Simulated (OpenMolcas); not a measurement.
**Exact exchange and the HOMO–LUMO gap of CH2Cl2 (dichloromethane)**

CH2Cl2: 5 atoms, total charge 0, spin state singlet. SMILES: `ClCCl`. The shape is that of a PBE0-D4/def2-TZVP optimisation.

The HOMO–LUMO gap y, in eV, basis aug-cc-pVDZ; a is the functional's share of exact exchange. Programs: OpenMolcas 26.06.

| functional | program | a | y (eV) |
| --- | --- | --- | --- |
| BLYP | OpenMolcas | 0 | 5.95 |
| TPSS | OpenMolcas | 0 | 6.31 |
| B3LYP | OpenMolcas | 0.2 | ? |
| PBE0 | OpenMolcas | 0.25 | 8.33 |
| BHLYP | OpenMolcas | 0.5 | 10.15 |

**Question.** Fit y = c + s·a to the known rows and predict B3LYP.

**Answer.** 
1. Means of the 4 rows: a = 0.1875, y = 7.685.
2. Σ(Δa)² = 0.17188, Σ(Δa·Δy) = 1.3938, so the slope is 1.3938/0.17188 = 8.1091.
3. Intercept: 7.685 − (8.1091) × 0.1875 = 6.165. The largest residual of the fit is 0.21.
4. B3LYP: 6.165 + (8.1091) × 0.2 = 7.79 eV.

The run gave 7.81 eV, so the prediction is off by -0.02 eV, within the scatter of the fit. Exact exchange lowers occupied levels and raises empty ones. The rows mix families of semi-local functionals, which the line can't see.
